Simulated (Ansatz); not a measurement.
A nudged elastic band was laid between two geometries of AlClH2 (4 atoms, charge 0, multiplicity 1).

Computed with RHF/6-31G* (Ansatz 0.2.0).

| Quantity | Value |
| --- | --- |
| movable images | 5 |
| climbing image | yes |
| spring | 5.0 eV/Å² |
| optimiser | quadratic models (default) |
| start path | through a guess of the saddle point |
| force threshold | 0.05 eV/Å |
| iteration limit | 60 |
| end points | relaxed |

Initial state:

```xyz
4
Properties=species:S:1:pos:R:3
Al 0.458 0.000 0.120
Cl 0.823 0.000 2.198
H 1.704 0.000 -0.838
H -1.039 0.000 -0.356
```

Final state:

```xyz
4
Properties=species:S:1:pos:R:3
Al -0.803 0.000 -1.256
Cl 1.724 0.000 1.482
H 2.808 0.000 0.826
H -1.783 0.000 0.072
```

**Question.** What changes between the two ends?

**Answer.** Bonds broken: Al1–Cl2, Al1–H3. Bonds formed: Cl2–H3. AlClH2 becomes AlH + ClH.

**Question.** What energy profile does the band end with?

**Answer.** The run converged. The highest image is number 3 of 0 to 6, 4.08 eV above the first end and 1.15 eV above the last; the last end lies 2.93 eV above the first. Neighbouring images differ by up to 1.9 eV, so the band resolves the path poorly. A vibrational analysis at the climbing image gives one clearly imaginary mode, 1527i cm⁻¹: a first-order saddle point. The orbitals stay closed-shell, which can raise the energy where a bond breaks towards radicals; this wasn't checked here.

| image | path coordinate (Å) | energy (eV) | Al1–Cl2 (Å) | Al1–H3 (Å) | Cl2–H3 (Å) |
| --- | --- | --- | --- | --- | --- |
| 0 | 0.00 | 0.00 | 2.11 | 1.57 | 3.16 |
| 1 | 0.52 | 0.52 | 2.14 | 1.54 | 2.61 |
| 2 | 1.04 | 2.45 | 2.36 | 1.54 | 2.09 |
| 3 | 1.57 | 4.08 | 2.68 | 1.73 | 1.62 |
| 4 | 2.20 | 3.17 | 3.20 | 2.49 | 1.28 |
| 5 | 2.83 | 2.96 | 3.55 | 3.33 | 1.27 |
| 6 | 3.47 | 2.93 | 3.73 | 4.17 | 1.27 |

**Question.** What is the geometry of the highest image?

**Answer.** 
```xyz
4
Properties=species:S:1:pos:R:3
Al 0.216 0.000 -0.606
Cl 1.358 0.000 1.821
H 1.725 0.000 0.244
H -1.352 0.000 -0.335
```

The band took 14 iterations and roughly 22 core-seconds.

Run time: 22 s on 1 thread of Arm Neoverse V2, on a shared host, peak memory 0.076 GiB.
